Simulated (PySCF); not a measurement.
**How does the mean static polarisability change from B3LYP/def2-SVPD to BHandHLYP/def2-SVPD?**

All runs: PySCF with density fitting, gas phase, non-relativistic, closed shells, each molecule at its own PBE0-D3(BJ)/def2-SVP geometry. B3LYP: 20 % exact exchange; BHandHLYP: 50 % exact exchange.

Mean static polarisability (au):

```csv
molecule,B3LYP/def2-SVPD,BHandHLYP/def2-SVPD
C#CB(Cl)Cl,65.6,62.8
C#C[BH2-][S+](C)C,86.6,?
C=C/C=C/C=C,94.8,92.6
C1=C[C@H]2C[C@H]2C1,65.4,63.6
C#CC(=C)CC,74.8,72.9
CC=C=CCC,81.6,79.3
CC1=CCC=C1,70.1,68.2
C/C=C\C=C\C,85.1,82.8
```

Task: Predict the missing value of `C#C[BH2-][S+](C)C` from the other molecules.

Result: The functional change moves the other 7 molecules by -2.2 au on average (standard deviation 0.3), which puts `C#C[BH2-][S+](C)C` at 86.6 − 2.2 = 84.4 au. A straight line through the pairs, y = 0.998x − 1.98, gives 84.4 au. The run gave 83.7 au: the mean change misses by 0.7, the line by 0.7 au.

Task: Which of the two rules would one have trusted beforehand?

Result: Leaving out each listed molecule in turn and predicting it from the rest, the mean change misses by 0.30 au on average and the line by 0.35; so neither has a clear lead.

Task: How even is the effect, and which conclusions about the order would change?

Result: Among the 7 molecules with both values given it runs from -2.8 au for `C#CB(Cl)Cl` to -1.8 au for `C1=C[C@H]2C[C@H]2C1`; `C#C[BH2-][S+](C)C` moves by -2.9 au, outside this range. The change is of one sign for all of them. Of the 21 pairs among the 7, 1 changes order, the widest-spaced at B3LYP/def2-SVPD being `C1=C[C@H]2C[C@H]2C1` and `C#CB(Cl)Cl`, 0.2 au apart there.

Neither level serves as a reference here, and other classes of molecule may behave otherwise.
